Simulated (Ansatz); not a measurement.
Density of states of VPt3 (Pm-3m, a = 3.870 Å, b = 3.870 Å, c = 3.870 Å, α = 90.00°, β = 90.00°, γ = 90.00°), in states per eV and primitive cell, averaged over bins of 0.5 eV. All numbers below come from DFT PBEsol, scalar-relativistic, plane waves, PAW (Ansatz 0.2.0).

Cutoff 420 eV; k points 12×12×12 on the computed 4-atom cell (Γ-centred); Gaussian smearing, width 0.10 eV; collinear spin from starting moments 1.51 0 0 0 μB.

The cell is relaxed at this level. The states (both spins) are summed by tetrahedra on a 18×18×18 mesh at the self-consistent density. Energies are bin centres; the table starts no lower than −8 eV and ends at 6 eV, or lower where the solved bands end.

It is a metal at this level.

```tsv
E − E_F (eV)	total	Pt 5d up	Pt 5d down	V 3d up	V 3d down	Pt 6s up	Pt 6s down
-7.80	0.95	0.11	0.11	0.01	0.01	0.31	0.31
-7.30	1.64	0.44	0.43	0.04	0.03	0.31	0.32
-6.80	3.03	1.12	0.91	0.12	0.07	0.34	0.25
-6.30	6.72	2.52	2.68	0.21	0.17	0.36	0.45
-5.80	5.17	2.21	2.33	0.15	0.11	0.10	0.12
-5.30	4.13	1.81	1.84	0.13	0.09	0.06	0.07
-4.80	4.62	2.05	2.09	0.14	0.09	0.06	0.07
-4.30	6.20	2.67	2.71	0.21	0.15	0.13	0.13
-3.80	4.09	1.73	1.69	0.15	0.08	0.13	0.13
-3.30	6.85	2.86	2.79	0.48	0.28	0.14	0.14
-2.80	5.43	2.07	2.34	0.39	0.26	0.10	0.12
-2.30	5.95	2.34	2.65	0.37	0.22	0.07	0.08
-1.80	4.13	1.54	1.40	0.49	0.17	0.08	0.06
-1.30	3.18	0.92	1.16	0.21	0.34	0.04	0.09
-0.80	1.94	0.67	0.72	0.22	0.12	0.02	0.03
-0.30	4.02	1.12	0.95	1.75	0.07	0.03	0.02
0.20	3.83	1.37	0.24	1.94	0.09	0.07	0.01
0.70	5.67	0.94	0.61	1.58	2.13	0.10	0.09
1.20	5.05	0.40	0.92	0.58	2.58	0.15	0.19
1.70	2.78	0.23	0.54	0.13	1.20	0.20	0.24
2.20	1.32	0.08	0.17	0.09	0.56	0.09	0.11
2.70	0.96	0.10	0.04	0.16	0.14	0.15	0.04
3.20	1.25	0.08	0.07	0.10	0.27	0.16	0.11
3.70	1.28	0.06	0.08	0.06	0.22	0.14	0.16
4.20	1.06	0.05	0.05	0.04	0.11	0.13	0.14
4.70	0.94	0.03	0.04	0.03	0.07	0.12	0.13
5.20	0.82	0.02	0.03	0.02	0.04	0.10	0.12
5.70	1.06	0.04	0.03	0.03	0.04	0.26	0.17
```

The columns after the total are the main Löwdin projections on the occupied valence shells of the potentials; 2 others are left out. The rest of the total lies in those, in shells that are empty in the free atom, which aren't projected, and between the atoms.

Spin-orbit coupling is left out, which matters for the bands of heavy elements.

Only this magnetic start was tried.

Cost: 1 run of about 1.7 core-minutes, on Arm Neoverse V1 (shared hosts).